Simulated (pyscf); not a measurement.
Thermochemistry of product channels of P≡P + GaH₃ on the singlet surface, in kJ/mol, from CCSD(T)/def2-TZVPP + ΔMP2(QZVPP) energies (ideal gas, 1 atm, RRHO with modes under 100 cm⁻¹ raised to 100, one conformer, R ln 2 for chiral ones without a mode under 150 cm⁻¹). PySCF, gas phase, ωB97X-D3(BJ)/def2-SVP geometries. Correlated levels are frozen-core, on RHF or UHF. ΔMP2 is the change of the MP2 total energy from the triple- to the quadruple-zeta basis.

| products | ΔE | ΔH(298 K) | ΔG(298 K) | ΔG(900 K) |
|---|---|---|---|---|
| HP=PH + GaH [singlet] | +49.6 | +52.5 | +49.0 | +41.9 |
| HP=P–GaH₂ | -67.8 | -60.6 | -27.2 | +36.5 |

The channel to HP=P–GaH₂ turns unfavourable between 298 and 1200 K (ΔG from -27.2 kJ/mol to +66.3 kJ/mol).

These are energies of the channels, which say nothing of barriers. HP=P–GaH₂ lies 39.2 kJ/mol over its isomer HP=Ga–PH₂ (electronic energy, ωB97M-D3(BJ)). The CCSD(T) − MP2 part came from Ansatz, without density fitting, on the same reference. The frozen core leaves the outer d or s,p core shells of the metals and heavy elements correlated in the MP2 and CC values, and def2-TZVPP describes them poorly, which can shift differences by a few kcal/mol. Elements up to Kr have no core potential and no relativistic terms here.
